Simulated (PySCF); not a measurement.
Charge-transfer reorganisation: `c1cnccn1`, C₄H₄N₂

Molfile (atoms numbered from 1):
```
C4H4N2
     RDKit          3D

 10 10  0  0  0  0  0  0  0  0999 V2000
    1.1019   -0.7494    0.0328 C   0  0  0  0  0  0  0  0  0  0  0  0
    1.1662    0.6459    0.0140 C   0  0  0  0  0  0  0  0  0  0  0  0
    0.0701    1.3974   -0.0240 N   0  0  0  0  0  0  0  0  0  0  0  0
   -1.0907    0.7494   -0.0431 C   0  0  0  0  0  0  0  0  0  0  0  0
   -1.1549   -0.6459   -0.0243 C   0  0  0  0  0  0  0  0  0  0  0  0
   -0.0588   -1.3973    0.0137 N   0  0  0  0  0  0  0  0  0  0  0  0
    2.0173   -1.3514    0.0641 H   0  0  0  0  0  0  0  0  0  0  0  0
    2.1330    1.1619    0.0300 H   0  0  0  0  0  0  0  0  0  0  0  0
   -2.0060    1.3514   -0.0739 H   0  0  0  0  0  0  0  0  0  0  0  0
   -2.1217   -1.1619   -0.0407 H   0  0  0  0  0  0  0  0  0  0  0  0
  1  2  1  0
  2  3  2  0
  3  4  1  0
  4  5  2  0
  5  6  1  0
  6  1  2  0
  1  7  1  0
  2  8  1  0
  4  9  1  0
  5 10  1  0
M  END
```

Method used: UKS PBE0/def2-SVP four-point reorganisation energy, gas phase (PySCF). Geometry: PBE0/def2-SVP.

Question: What is the inner reorganisation energy for hole transfer, with the ionisation energy?

Answer: λ = 0.356 (surface of the oxidised species) + 0.343 (surface of the starting species) = 0.699 eV. The ionisation energy is 9.42 eV vertical and 9.07 eV adiabatic without zero-point energy; at the relaxed geometry of the oxidised species the two energies differ by 8.72 eV. Largest bond changes: C4–C5 1.397 → 1.430 Å, C1–C2 1.397 → 1.429 Å, N3–C4 1.329 → 1.300 Å, N6–C1 1.329 → 1.300 Å, C2–N3 1.329 → 1.300 Å. ⟨S²⟩ of the relaxed oxidised species 0.754.
